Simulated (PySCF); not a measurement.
PN: one state, many levels of theory

State: ¹Σ⁺ (singlet), closed shell. Set-up: basis P def2-TZVPPD, N def2-TZVPPD; no relativity; PySCF 2.14. De refers to P + N in their high-spin ground configurations, without counterpoise correction. A positive dipole means P(−)N(+).

| Level | Re (Å) | ωe (cm⁻¹) | De (eV) | μ (D) |
| --- | --- | --- | --- | --- |
| RHF | 1.448 | 1590 | 1.78 | -3.27 |
| RHF-MP2 | 1.522 | 1190 | 6.39 | n/a |
| RHF-SCS-MP2 | 1.515 | 1229 | 6.43 | n/a |
| RHF-CCSD | 1.488 | 1388 | 5.40 | n/a |
| RHF-CCSD(T) | 1.502 | 1323 | 5.87 | n/a |
| PBE | 1.499 | 1341 | 6.77 | -2.69 |
| BP86 | 1.499 | 1338 | 6.87 | -2.71 |
| r²SCAN | 1.487 | 1391 | 6.00 | -2.76 |
| M06-L | 1.488 | 1396 | 6.14 | -2.71 |
| TPSSh | 1.487 | 1389 | 6.03 | -2.73 |
| PBE0 | 1.479 | 1429 | 6.00 | -2.87 |
| M06 | 1.480 | 1418 | 6.19 | -2.96 |
| MN15 | 1.469 | 1467 | 6.33 | -2.90 |
| CAM-B3LYP | 1.470 | 1461 | 6.19 | -3.03 |

(1) What are the measured Re and ωe, and which levels come closest?

```
      Level  error in Re (pm)  error in ωe (%)
        RHF              -4.3             18.9
    RHF-MP2               3.1            -11.0
RHF-SCS-MP2               2.4             -8.1
   RHF-CCSD              -0.3              3.8
RHF-CCSD(T)               1.1             -1.0
        PBE               0.8              0.3
       BP86               0.8              0.0
     r²SCAN              -0.4              4.0
      M06-L              -0.3              4.4
      TPSSh              -0.4              3.9
       PBE0              -1.2              6.9
        M06              -1.1              6.1
       MN15              -2.2              9.7
  CAM-B3LYP              -2.1              9.2
```

Correlated steps freeze 6 core orbitals. Where the molecule has an RHF reference, its open-shell atoms are computed with UHF.

The whole job (state search and all levels along the bond) took about 2 min on 2 threads of Intel Xeon 6975P-C (shared host), peak memory 1.9 GiB.

## Answers

(1) Re = 1.490866 Å and ωe = 1337.24 cm⁻¹ (Huber and Herzberg, Constants of Diatomic Molecules (1979)). Closest are RHF-CCSD for the length (off by -0.003 Å) and BP86 for the frequency (off by 0.0 %).
